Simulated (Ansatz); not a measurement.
SiH4O2 (SMILES O[SiH2]O): methods side by side

The species is SiH4O2 (7 atoms), meant as a singlet with charge 0. As SMILES, `O[SiH2]O`. Geometry: optimised at wB97X-V/def2-SVP. This is one conformer, not always the lowest.

```xyz
7

O    -1.3997   -0.2542   -0.3574
Si    0.0520    0.4274    0.0802
O     1.2856   -0.6824    0.1817
H    -1.4625   -0.6131   -1.2493
H     0.5203    1.4052   -0.9360
H    -0.2204    1.0574    1.3981
H     1.2246   -1.3404    0.8827
```

Quantity: the dissociation energy of the Si2–O1 bond into doublet SiH3O and doublet OH (shapes relaxed at wB97X-V/def2-SVP, no zero-point term), in eV. The values are calculated.

| level | kind | program | value (eV) | less CCSD(T)/def2-TZVP | CPU time (all runs) |
| --- | --- | --- | --- | --- | --- |
| SVWN5/def2-TZVP | LDA | Ansatz | 6.54 | +0.77 | 1.2 s |
| B3LYP/def2-TZVP | global hybrid | Ansatz | 5.59 | -0.18 | 2.6 s |
| PBE0-D4/def2-TZVP | global hybrid | Ansatz | 5.63 | -0.14 | 2.3 s |
| CAM-B3LYP/def2-TZVP | range-separated hybrid | Ansatz | 5.74 | -0.03 | 3 s |
| wB97M-V/def2-TZVP | range-separated hybrid | Ansatz | 5.90 | +0.13 | 9.2 s |
| B2PLYP/def2-TZVP | double hybrid | Ansatz | 5.75 | -0.02 | 4.2 s |
| MP2/def2-TZVP | perturbation theory | Ansatz | 6.09 | +0.32 | 1.6 s |
| CCSD(T)/def2-TZVP | coupled cluster or CI | Ansatz | 5.77 | 0.00 | 11 s |

Differences are taken from CCSD(T)/def2-TZVP for orientation; it has basis-set and higher-order errors of its own. The values span 5.59 to 6.54 eV. Measured bond enthalpies also hold zero-point and thermal terms, a few tenths of an eV less. CPU times are rough (shared hosts, several kinds of processor): they show what a rung costs within a factor of a few.
